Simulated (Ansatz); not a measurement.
One change: `C=C(S)CF` becomes `C=C(C=S)CF`.

Ansatz, PBE0-D4/def2-TZVP geometries, multiplicity 1. Each molecule was computed in one conformer, which needn't be the lowest.

```json
{"property": "LUMO energy (PBE/def2-TZVPP) / eV", "`C=C(S)CF`": "-1.26"}
{"property": "LUMO energy (PBE0/def2-TZVPP) / eV", "`C=C(S)CF`": "-0.29"}
{"property": "HOMO–LUMO gap (PBE/def2-TZVPP) / eV", "`C=C(S)CF`": "4.51"}
{"property": "HOMO–LUMO gap (ωB97M-V/def2-TZVPP) / eV", "`C=C(S)CF`": "10.82"}
{"property": "HOMO energy (ωB97M-V/def2-TZVPP) / eV", "`C=C(S)CF`": "-9.06"}
{"property": "HOMO energy (PBE/def2-TZVPP) / eV", "`C=C(S)CF`": "-5.77"}
```

**Question.** What does the change do to each property? (An estimate is asked.)

**Answer.** Ansatz gave: 
```
                               property  `C=C(C=S)CF`  shift
      LUMO energy (PBE/def2-TZVPP) / eV         -3.69  -2.43
     LUMO energy (PBE0/def2-TZVPP) / eV         -2.87  -2.58
    HOMO–LUMO gap (PBE/def2-TZVPP) / eV          1.77  -2.74
HOMO–LUMO gap (ωB97M-V/def2-TZVPP) / eV          8.15  -2.67
  HOMO energy (ωB97M-V/def2-TZVPP) / eV         -8.97   0.09
      HOMO energy (PBE/def2-TZVPP) / eV         -5.46   0.31
```

With PBE0 the HOMO rises by 0.18 eV and the LUMO falls by 2.58 eV, so the gap narrows by about 2.76 eV. PBE moves the HOMO by 0.31 eV and ωB97M-V by 0.09 eV.
